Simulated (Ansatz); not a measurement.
A nudged elastic band was laid between two geometries of C₄H₇ClO (13 atoms, charge 0, multiplicity 1).

The calculation used RKS B3LYP-D4/def2-SVP (Ansatz).

```
movable images  : 5
climbing image  : yes
spring          : 5.0 eV/Å²
optimiser       : quadratic models (default)
start path      : IDPP
force threshold : 0.05 eV/Å
iteration limit : 60
end points      : relaxed
```

Initial state:

```xyz
13
Properties=species:S:1:pos:R:3
C 0.578 -2.503 -0.270
C 0.904 -1.211 -0.186
Cl 2.544 -0.723 0.285
O 0.077 -0.212 -0.509
C -0.122 0.850 0.435
C -1.107 1.828 -0.167
H 1.317 -3.282 -0.091
H -0.441 -2.772 -0.551
H 0.846 1.333 0.647
H -0.502 0.422 1.380
H -0.717 2.240 -1.110
H -2.069 1.336 -0.378
H -1.286 2.660 0.530
```

Final state:

```xyz
13
Properties=species:S:1:pos:R:3
C 0.579 -2.503 -0.272
C 0.904 -1.211 -0.187
Cl 2.544 -0.721 0.280
O 0.076 -0.212 -0.508
C -0.123 0.849 0.436
C -1.108 1.827 -0.166
H -0.441 -2.771 -0.550
H 1.319 -3.283 -0.097
H 0.845 1.332 0.649
H -0.503 0.421 1.382
H -0.717 2.238 -1.109
H -2.070 1.337 -0.375
H -1.285 2.661 0.531
```

Question: What changes between the two ends?

Answer: No bond is made or broken. The dihedral H7–C1–C2–Cl3 goes from -2 to 179°. The two ends are copies of one structure, up to a mirror image or an exchange of like atoms.

Question: What energy profile does the band end with?

Answer: The run converged. The highest image is number 3 of 0 to 6, 2.44 eV above the ends, which have the same energy within 2 meV. Neighbouring images differ by up to 2.0 eV, so the band resolves the path poorly. A vibrational analysis at the climbing image gives one clearly imaginary mode, 914i cm⁻¹: a first-order saddle point.

| image | path coordinate (Å) | energy (eV) | dihedral H7–C1–C2–Cl3 (°) |
| --- | --- | --- | --- |
| 0 | 0.00 | 0.00 | -2 |
| 1 | 1.21 | 0.03 | -2 |
| 2 | 2.43 | 0.49 | 29 |
| 3 | 3.64 | 2.44 | 71 |
| 4 | 4.63 | 0.87 | 133 |
| 5 | 5.62 | 0.04 | 177 |
| 6 | 6.60 | 0.00 | 179 |

Question: What is the geometry of the highest image?

Answer: 
```xyz
13
Properties=species:S:1:pos:R:3
C 0.348 -2.574 -0.769
C 0.535 -1.343 -0.254
Cl 2.379 -0.744 0.567
O -0.240 -0.350 -0.148
C 0.062 0.974 0.423
C -1.152 1.837 0.176
H 0.317 -3.402 -0.051
H 0.876 -2.787 -1.706
H 0.977 1.335 -0.062
H 0.285 0.815 1.486
H -1.347 1.951 -0.901
H -2.050 1.416 0.653
H -0.971 2.836 0.601
```

The band took 25 iterations and of the order of 11 core-minutes.

Run time: 5.7 min on 2 threads of Intel(R) Xeon(R) Platinum 8488C (Sapphire Rapids), with other jobs on the host, peak memory 0.33 GiB.
